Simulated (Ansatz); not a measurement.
Results of PBE0-D3(BJ) (Ansatz, an electronic-structure program, PAW) for rock-salt MgS.

Numerical settings: plane-wave cutoff 460 eV, 8×8×8 k mesh, Fermi–Dirac smearing 0.01 eV, scalar-relativistic PAW data made under PBE.

Response to compression and expansion:

```tsv
V (Å³/atom)	P (GPa)	direct gap at Γ (eV)	smallest gap on the k mesh (eV)
15.937	4.99	6.432	4.764
16.356	2.34	6.184	4.704
16.672	0.55	6.007	4.658
17.195	-2.05	5.728	4.584
17.480	-3.31	5.584	4.543
```

The fundamental gap (4.64 eV at the equilibrium volume, on the SCF mesh) lies elsewhere than Γ–Γ.
